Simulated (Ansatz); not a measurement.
Geometry optimisation, RKS B3LYP/def2-SVP (Ansatz 0.2.0).

Input file:

```yaml
crystal:
  periodic: [false, false, false]
  atoms:
    - { symbol: Si, position_ang: [0.0, 0.0, 0.0] }
    - { symbol: H, position_ang: [0.0, 0.0, 1.81] }
    - { symbol: H, position_ang: [1.3768, 0.0, -0.4862] }
    - { symbol: H, position_ang: [-0.6877, 1.1914, -0.4862] }
    - { symbol: H, position_ang: [-0.6877, -1.1914, -0.4862] }
    - { symbol: Si, position_ang: [-2.3914, 0.0, 0.7946] }
    - { symbol: H, position_ang: [-3.1794, -0.9102, -0.0313] }
    - { symbol: H, position_ang: [-2.4426, -0.4389, 2.1861] }
    - { symbol: H, position_ang: [-2.9397, 1.3491, 0.69] }
    - { symbol: H, position_ang: [-0.9452, 0.0, 1.8966] }
basis:
  gaussian: { orbitals: def2-SVP }
hamiltonian:
  xc: b3lyp
relax:
  f_tol: 0.15
  max_steps: 25
  restrain:
    - { distance: [0, 5], at: 2.22, k: 30.0 }
    - { distance: [9, 1], at: 0.66, k: 30.0 }
    - { distance: [0, 1], at: 2.66, k: 30.0 }
    - { distance: [9, 5], at: 2.66, k: 30.0 }
```

Run as:

```bash
$ ansatz run input.yaml --threads 1 --pin off --max-ram 2048MiB --backend cpu --events-out ev --progress --plain --runs-dir out
```

Q: Where does it end, and by what steps?

A: The run converged. The restraints hold the end off the free minimum; the threshold counts their pulls, which the force column leaves out. Restrained pairs: Si1–Si6 (2.52 → 2.26 Å), H2–H10 (0.95 → 0.72 Å), Si1–H2 (1.81 → 2.67 Å), Si6–H10 (1.82 → 2.67 Å). After 11 steps the energy has fallen by 5.036 eV (the restraints' own energy left out); H4 moved furthest, 1.06 Å.

```json
{"step": "0", "energy less start (eV)": "0.0000", "largest force component (eV/Å)": "2.509", "accepted": "yes"}
{"step": "1", "energy less start (eV)": "-0.8275", "largest force component (eV/Å)": "2.215", "accepted": "yes"}
{"step": "2", "energy less start (eV)": "-1.2400", "largest force component (eV/Å)": "5.601", "accepted": "yes"}
{"step": "3", "energy less start (eV)": "-2.5288", "largest force component (eV/Å)": "4.848", "accepted": "yes"}
{"step": "4", "energy less start (eV)": "-3.7428", "largest force component (eV/Å)": "2.649", "accepted": "yes"}
{"step": "5", "energy less start (eV)": "-4.3838", "largest force component (eV/Å)": "1.337", "accepted": "yes"}
{"step": "6", "energy less start (eV)": "-4.7013", "largest force component (eV/Å)": "1.238", "accepted": "yes"}
{"step": "7", "energy less start (eV)": "-4.8588", "largest force component (eV/Å)": "1.412", "accepted": "yes"}
{"step": "8", "energy less start (eV)": "-4.9484", "largest force component (eV/Å)": "1.475", "accepted": "yes"}
{"step": "9", "energy less start (eV)": "-4.9991", "largest force component (eV/Å)": "1.599", "accepted": "yes"}
{"step": "10", "energy less start (eV)": "-5.0291", "largest force component (eV/Å)": "1.451", "accepted": "yes"}
{"step": "11", "energy less start (eV)": "-5.0358", "largest force component (eV/Å)": "1.471", "accepted": "yes"}
```

```xyz
10
Properties=species:S:1:pos:R:3
Si -0.454 -0.124 -0.453
H -0.059 0.380 2.142
H 0.814 0.074 0.306
H -0.526 0.941 -1.502
H -0.356 -1.441 -1.155
Si -2.348 -0.068 0.779
H -3.493 -0.349 -0.143
H -2.365 -1.101 1.853
H -2.576 1.277 1.382
H -0.535 0.411 2.678
```

The run took 15 s on 1 thread of Intel(R) Xeon(R) 6975P-C (Granite Rapids), on a shared host, peak memory 0.15 GiB.
